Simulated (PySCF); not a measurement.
C3H7, SMILES [CH](C)C (connectivity only; charge and spin as stated), charge +1, multiplicity 1.

The structure is a stationary point at PBE-D3(BJ)/def2-TZVP. The spin state was assumed, not searched. The isomer is the one that the SMILES or the coordinates give; other isomers of the formula were not compared.

Method: TDDFT-ωB97X/def2-SVPD run with PySCF 2.14.0.

Vertical excitations.  State labels are in the subgroup C2.

Give excitation energies, oscillator strengths and character. (The exact figures need the calculation; the answer reports its results.)


```tsv
state	symmetry	energy (eV)	λ (nm)	f	main pairs
S1	B	5.72	217	0.003	HOMO→LUMO 88 %
S2	A	6.18	201	0.001	HOMO−1→LUMO 94 %
S3	B	7.34	169	0.384	HOMO−2→LUMO 89 %
S4	A	7.66	162	0.001	HOMO−4→LUMO 69 %, HOMO−3→LUMO 25 %
S5	A	8.89	140	0.027	HOMO−3→LUMO 72 %, HOMO−4→LUMO 26 %
S6	B	9.23	134	0.009	HOMO−5→LUMO 93 %
S7	A	11.82	105	0.003	HOMO→LUMO+1 92 %
S8	B	12.07	103	0.076	HOMO−1→LUMO+1 87 %
S9	A	12.18	102	0.002	HOMO−2→LUMO+1 92 %
S10	B	12.27	101	0.013	HOMO−6→LUMO 89 %
T1	B	5.23	237	0	HOMO→LUMO 91 %
T2	A	5.53	224	0	HOMO−1→LUMO 86 %
T3	B	5.91	210	0	HOMO−2→LUMO 95 %
T4	A	6.89	180	0	HOMO−3→LUMO 85 %
```
Triplets are in the Tamm–Dancoff approximation, which puts them higher than full response would, so one can lie above its singlet here.
